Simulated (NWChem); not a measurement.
**BSiPH6 (SMILES BP[SiH3]): levels of theory compared**

Wanted: a comparison of 3 runs (HF/STO-3G, HF/3-21G, B3LYP/6-31G*) of BSiPH6. Input form: an ASE script.

The results are computed with NWChem 7.3.0.

## (1) The structure to begin with

BSiPH6 has 9 atoms, charge 0, and is taken as a singlet. SMILES: `BP[SiH3]`. The shape is that of a GFN2-xTB optimisation.

Bond lengths: B1–P2 1.827 Å, P2–Si3 2.223 Å, B1–H4 1.171 Å, B1–H5 1.169 Å, P2–H6 1.378 Å, Si3–H7 1.462 Å, Si3–H8 1.461 Å, Si3–H9 1.468 Å. Some angles: B1–P2–Si3 107.9°, B1–P2–H6 104.1°, Si3–P2–H6 101.3°, P2–B1–H4 118.0°, P2–B1–H5 120.9°, P2–Si3–H7 105.6°, P2–Si3–H8 106.7°, P2–Si3–H9 113.9°, H4–B1–H5 120.7°, H7–Si3–H8 111.6°.

## (2) Energy and gradient at HF/STO-3G (run 1)

nw.xyz

```xyz
9
BH6PSi
B     -1.150820     0.860120    -1.108830
P      0.607860     0.538690    -0.734340
Si     0.695840    -0.990790     0.877010
H     -1.827850    -0.051530    -1.395000
H     -1.555930     1.953480    -1.191980
H      1.018830     1.667400    -0.058420
H      2.106390    -1.089020     1.248100
H      0.202570    -2.239040     0.298940
H     -0.096890    -0.649330     2.064510
```

run.py

```python
from ase.io import read
from ase.calculators.nwchem import NWChem

mol = read('nw.xyz')

calc = NWChem(
    label='nw',
    theory='scf',
    memory='2200 mb',
    basis='STO-3G',
    basispar='spherical bse',
    scf={'nopen': '0', 'rhf': None, 'thresh': '1e-08', 'maxiter': '80'},
)
mol.calc = calc

forces = mol.get_forces()
e = mol.get_potential_energy()
print(f"E = {e:.6f} eV")
print("forces (eV/A):")
for s, f in zip(mol.symbols, forces):
    print(f"{s:2s} {f[0]:10.5f} {f[1]:10.5f} {f[2]:10.5f}")
print("dipole (e A):", mol.get_dipole_moment().round(4))
```

The run is started by

```console
$ export ASE_NWCHEM_COMMAND="nwchem PREFIX.nwi > PREFIX.nwo"
$ python run.py
```

Output:

```text
E = -17697.721274 eV
forces (eV/A):
B    -0.05816   -0.09030    0.07785
P     0.35497   -0.38860    0.45272
Si   -0.08778    0.13251   -0.19021
H     0.04109    0.47704    0.17550
H    -0.01779   -0.42089   -0.07523
H    -0.24107   -0.09338    0.04489
H    -1.11190   -0.14162   -0.13951
H     0.45832    0.81972    0.62339
H     0.66237   -0.29444   -0.96936
dipole (e A): [ 0.063  -0.0582  0.2244]
```

The calculator wrote nw.nwi:

```
title "nw"

permanent_dir nw

scratch_dir nw

start nw

geometry units angstrom nocenter noautosym noautoz
  B  -1.1508200000000000e+00 8.6012000000000000e-01 -1.1088300000000000e+00
  P  6.0785999999999996e-01 5.3869000000000000e-01 -7.3433999999999999e-01
  Si 6.9584000000000001e-01 -9.9078999999999995e-01 8.7700999999999996e-01
  H  -1.8278500000000000e+00 -5.1529999999999999e-02 -1.3950000000000000e+00
  H  -1.5559300000000000e+00 1.9534800000000001e+00 -1.1919800000000000e+00
  H  1.0188299999999999e+00 1.6674000000000000e+00 -5.8420000000000000e-02
  H  2.1063900000000002e+00 -1.0890200000000001e+00 1.2481000000000000e+00
  H  2.0257000000000000e-01 -2.2390400000000001e+00 2.9893999999999998e-01
  H  -9.6890000000000004e-02 -6.4932999999999996e-01 2.0645099999999998e+00
end

memory 2200 mb

basis spherical bse noprint
   * library STO-3G
end

scf
  nopen 0
  rhf
  thresh 1e-08
  maxiter 80
end

task scf gradient
```

nw.nwo:

```text
Northwest Computational Chemistry Package (NWChem) 7.3.0
             --------------------------------------------------------

           Job information
           ---------------

    nwchem branch   = 7.3.0
    use scalapack   = T
    input           = nw.nwi
    prefix          = nw.
    data base       = nw/nw.db
    status          = startup
    nproc           =        1

           Memory information
           ------------------

[... 5 lines left out ...]
    hardfail = no
[... 135 lines left out ...]
         Quadratically convergent ROHF
[... 14 lines left out ...]
       Final RHF  results
[... 4 lines left out ...]
      Two-electron energy =    386.905346350293
[... 38 lines left out ...]
                       ROHF Final Molecular Orbital Analysis
[... 207 lines left out ...]
                 ----------------------------------------
                 |  Time  |  1-e(secs)   |  2-e(secs)   |
                 ----------------------------------------
                 |  CPU   |       0.00   |       0.32   |
                 ----------------------------------------
                 |  WALL  |       0.00   |       0.32   |
                 ----------------------------------------

 Task  times  cpu:        1.4s     wall:        1.4s
 Total times  cpu:        1.4s     wall:        1.4s
```

Run time: 2.4 s. Hardware: 1 thread of Intel Xeon 6975P-C (Granite Rapids), shared host; peak memory 0.097 GiB.

## (3) Energy and forces at HF/3-21G (run 2)

run.py

```python
from ase import Atoms
from ase.calculators.nwchem import NWChem

atoms = Atoms(['B', 'P', 'Si', 'H', 'H', 'H', 'H', 'H', 'H'], positions=[
    [-1.150820, 0.860120, -1.108830],
    [0.607860, 0.538690, -0.734340],
    [0.695840, -0.990790, 0.877010],
    [-1.827850, -0.051530, -1.395000],
    [-1.555930, 1.953480, -1.191980],
    [1.018830, 1.667400, -0.058420],
    [2.106390, -1.089020, 1.248100],
    [0.202570, -2.239040, 0.298940],
    [-0.096890, -0.649330, 2.064510],
])

calc = NWChem(
    label='mol',
    theory='scf',
    memory='2200 mb',
    basis='3-21G',
    basispar='spherical bse',
    scf={'nopen': '0', 'rhf': None, 'thresh': '1e-08', 'maxiter': '80', 'print': 'low'},
)
atoms.calc = calc

forces = atoms.get_forces()
print(f"energy = {atoms.get_potential_energy():.6f} eV")
print("forces (eV/A):")
for s, f in zip(atoms.symbols, forces):
    print(f"{s:2s} {f[0]:10.5f} {f[1]:10.5f} {f[2]:10.5f}")
```

The run is started by

```console
$ export ASE_NWCHEM_COMMAND="nwchem PREFIX.nwi > PREFIX.nwo"
$ python run.py
```

Output:

```text
energy = -17806.571671 eV
forces (eV/A):
B    -0.84692    0.09045   -0.47483
P     0.82229    0.18322   -0.64370
Si    0.12151   -0.58637    0.46902
H    -0.35533   -0.29239    0.01682
H    -0.19741    0.38402   -0.04114
H     0.37656    0.69116    0.30848
H     0.38901   -0.15797    0.19767
H    -0.11395   -0.41611   -0.10367
H    -0.19576    0.10408    0.27135
```

The calculator wrote mol.nwi:

```
title "mol"

permanent_dir mol

scratch_dir mol

start mol

geometry units angstrom nocenter noautosym noautoz
  B  -1.1508200000000000e+00 8.6012000000000000e-01 -1.1088300000000000e+00
  P  6.0785999999999996e-01 5.3869000000000000e-01 -7.3433999999999999e-01
  Si 6.9584000000000001e-01 -9.9078999999999995e-01 8.7700999999999996e-01
  H  -1.8278500000000000e+00 -5.1529999999999999e-02 -1.3950000000000000e+00
  H  -1.5559300000000000e+00 1.9534800000000001e+00 -1.1919800000000000e+00
  H  1.0188299999999999e+00 1.6674000000000000e+00 -5.8420000000000000e-02
  H  2.1063900000000002e+00 -1.0890200000000001e+00 1.2481000000000000e+00
  H  2.0257000000000000e-01 -2.2390400000000001e+00 2.9893999999999998e-01
  H  -9.6890000000000004e-02 -6.4932999999999996e-01 2.0645099999999998e+00
end

memory 2200 mb

basis spherical bse noprint
   * library 3-21G
end

scf
  nopen 0
  rhf
  thresh 1e-08
  maxiter 80
  print low
end

task scf gradient
```

mol.nwo:

```text
Northwest Computational Chemistry Package (NWChem) 7.3.0
             --------------------------------------------------------

           Job information
           ---------------

    nwchem branch   = 7.3.0
    use scalapack   = T
    input           = mol.nwi
    prefix          = mol.
    data base       = mol/mol.db
    status          = startup
    nproc           =        1

           Memory information
           ------------------

[... 5 lines left out ...]
    hardfail = no
[... 111 lines left out ...]
       Final RHF  results
[... 3 lines left out ...]
      One-electron energy =  -1172.375703498780
[... 1 line left out ...]
 Nuclear repulsion energy =    134.385856457840
[... 3 lines left out ...]
                              NWChem Gradients Module
                              -----------------------

                         RHF ENERGY GRADIENTS

    atom               coordinates                        gradient
                 x          y          z           x          y          z
   1 B      -2.174734   1.625391  -2.095385    0.016470  -0.001759   0.009234
   2 P       1.148689   1.017976  -1.387701   -0.015991  -0.003563   0.012518
   3 Si      1.314947  -1.872322   1.657309   -0.002363   0.011403  -0.009121
[... 5 lines of this table left out ...]
   9 H      -0.183096  -1.227056   3.901358    0.003807  -0.002024  -0.005277

 Task  times  cpu:        1.6s     wall:        1.6s
 Total times  cpu:        1.6s     wall:        1.6s
```

Wall time 2.5 s (1 thread of Intel Xeon 6975P-C (Granite Rapids), shared host); peak memory 0.097 GiB.

## (4) Energy and forces at B3LYP/6-31G(d) (Cartesian functions) (run 3)

m1.xyz

```xyz
9
BH6PSi
B     -1.150820     0.860120    -1.108830
P      0.607860     0.538690    -0.734340
Si     0.695840    -0.990790     0.877010
H     -1.827850    -0.051530    -1.395000
H     -1.555930     1.953480    -1.191980
H      1.018830     1.667400    -0.058420
H      2.106390    -1.089020     1.248100
H      0.202570    -2.239040     0.298940
H     -0.096890    -0.649330     2.064510
```

run.py

```python
from ase.io import read
from ase.calculators.nwchem import NWChem

system = read('m1.xyz')

calc = NWChem(
    label='m1',
    theory='dft',
    memory='2200 mb',
    basis='6-31G*',
    dft={'xc': 'b3lyp', 'mult': '1', 'grid': 'xfine', 'convergence': 'energy 1e-08', 'iterations': '100', 'mulliken': None},
)
system.calc = calc

forces = system.get_forces()
print("Total energy (eV):", round(system.get_potential_energy(), 6))
print("forces (eV/A):")
for s, f in zip(system.symbols, forces):
    print(f"{s:2s} {f[0]:10.5f} {f[1]:10.5f} {f[2]:10.5f}")
print("dipole (e A):", system.get_dipole_moment().round(4))
```

The run is started by

```console
$ export ASE_NWCHEM_COMMAND="nwchem PREFIX.nwi > PREFIX.nwo"
$ python run.py
```

Output:

```text
Total energy (eV): -17940.108341
forces (eV/A):
B    -0.24575   -0.08690   -0.06608
P     0.45524   -0.39760   -0.44819
Si   -0.07924    0.09220   -0.10439
H    -0.42896   -0.43981   -0.09318
H    -0.22795    0.57696   -0.10336
H     0.38140    0.78100    0.42130
H     0.42613   -0.15051    0.19957
H    -0.10675   -0.43606   -0.11920
H    -0.17406    0.06073    0.31357
dipole (e A): [ 0.0432 -0.0271  0.2134]
```

The calculator wrote m1.nwi:

```
title "m1"

permanent_dir m1

scratch_dir m1

start m1

geometry units angstrom nocenter noautosym noautoz
  B  -1.1508200000000000e+00 8.6012000000000000e-01 -1.1088300000000000e+00
  P  6.0785999999999996e-01 5.3869000000000000e-01 -7.3433999999999999e-01
  Si 6.9584000000000001e-01 -9.9078999999999995e-01 8.7700999999999996e-01
  H  -1.8278500000000000e+00 -5.1529999999999999e-02 -1.3950000000000000e+00
  H  -1.5559300000000000e+00 1.9534800000000001e+00 -1.1919800000000000e+00
  H  1.0188299999999999e+00 1.6674000000000000e+00 -5.8420000000000000e-02
  H  2.1063900000000002e+00 -1.0890200000000001e+00 1.2481000000000000e+00
  H  2.0257000000000000e-01 -2.2390400000000001e+00 2.9893999999999998e-01
  H  -9.6890000000000004e-02 -6.4932999999999996e-01 2.0645099999999998e+00
end

memory 2200 mb

basis noprint
   * library 6-31G*
end

dft
  xc b3lyp
  mult 1
  grid xfine
  convergence energy 1e-08
  iterations 100
  mulliken
end

task dft gradient
```

m1.nwo:

```text
Northwest Computational Chemistry Package (NWChem) 7.3.0
             --------------------------------------------------------

           Job information
           ---------------

    nwchem branch   = 7.3.0
    use scalapack   = T
    input           = m1.nwi
    prefix          = m1.
    data base       = m1/m1.db
    status          = startup
    nproc           =        1

           Memory information
           ------------------

[... 5 lines left out ...]
    hardfail = no
[... 106 lines left out ...]
  convergence criterion.
[... 43 lines left out ...]
          Spatial weights used:  Erf1
[... 32 lines left out ...]
 1-e energy   =   -1174.576442
[... 44 lines left out ...]
           Coulomb energy =      433.965258832031
[... 525 lines left out ...]
          Convergence on density requested:  1.00D-05
[... 29 lines left out ...]
          total energy or number of iterations.
[... 36 lines left out ...]
                 ----------------------------------------
                 |  Time  |  1-e(secs)   |  2-e(secs)   |
                 ----------------------------------------
                 |  CPU   |       0.00   |       2.76   |
                 ----------------------------------------
                 |  WALL  |       0.00   |       2.76   |
                 ----------------------------------------

 Task  times  cpu:       20.7s     wall:       20.7s
 Total times  cpu:       20.7s     wall:       20.7s
```

It took 22 s on 1 thread of Intel Xeon 6975P-C (Granite Rapids), shared host; peak memory 0.14 GiB.

## (5) Overview of the runs

```csv
run,level,Cartesian functions,iteration cap,energy (Eh),dipole moment (D),HOMO energy (eV),LUMO energy (eV),wall time
1,HF/STO-3G,no,80,-650.379266,1.15,-6.88,6.71,2.4 s
2,HF/3-21G,no,80,-654.379444,–,–,–,2.5 s
3,B3LYP/6-31G* (Cartesian functions),yes,100,-659.286827,1.05,-7.05,-1.59,22 s
```

## (6) Outcome

| quantity | value |
| --- | --- |
| run 3: total energy | -659.28683 Eh |
| run 3: dipole moment | 1.05 D |
| run 3: HOMO energy | -7.05 eV |
| run 3: LUMO energy | -1.59 eV |
| run 3: HOMO–LUMO gap | 5.46 eV |
| run 3: largest force on an atom | 0.966 eV/Å |

**Reading.** In run 1 the basis is minimal, so the values are rough. All runs together took 27 s, the longest 22 s.
